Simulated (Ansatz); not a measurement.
**A ladder of methods for AlHSCl (SMILES [SH][Al][Cl])**

AlHSCl has 4 atoms, charge 0, and is taken as a doublet. SMILES: `[SH][Al][Cl]`. The shape is that of a PBE0-D4/def2-TZVP optimisation.

```xyz
4

S     0.4398    0.9849   -0.7447
Al   -0.3941   -0.5259    0.6091
Cl    0.2262   -2.5074    0.2510
H    -0.2164    1.9881   -0.1356
```

Each level gives the energy change with the S1–H4 bond stretched from 1.345 to 2.017 Å (eV). The values are calculated.

```tsv
level	kind	program	value (eV)	less FCI/STO-3G
USVWN5/STO-3G	LDA	Ansatz	2.70	+0.26
U-r2SCAN/STO-3G	meta-GGA	Ansatz	2.79	+0.35
U-r2SCAN0/STO-3G	hybrid meta-GGA	Ansatz	3.08	+0.64
U-wB97X/STO-3G	range-separated hybrid	Ansatz	3.17	+0.73
UHSE06/STO-3G	range-separated hybrid	Ansatz	2.96	+0.52
UB2PLYP/STO-3G	double hybrid	Ansatz	3.04	+0.60
UCCSD/STO-3G	coupled cluster or CI	Ansatz	2.47	+0.03
UCCSDT(Q)/STO-3G	coupled cluster or CI	Ansatz	2.44	0.00
FCI/STO-3G	exact in the basis	Ansatz	2.44	0.00
```

FCI/STO-3G is exact within its basis and frozen core, so for wave-function methods in that basis the difference is their error; functionals converge differently with the basis, so for them it is only a difference. The first shape isn't each level's own minimum. The values span 2.44 to 3.17 eV. Spin contamination of the reference (⟨S²⟩ at least 0.1 too high) touches U-r2SCAN0/STO-3G, UB2PLYP/STO-3G, UCCSD/STO-3G, UCCSDT(Q)/STO-3G. All rows use very small basis sets, so none should be taken for the real molecule's value.
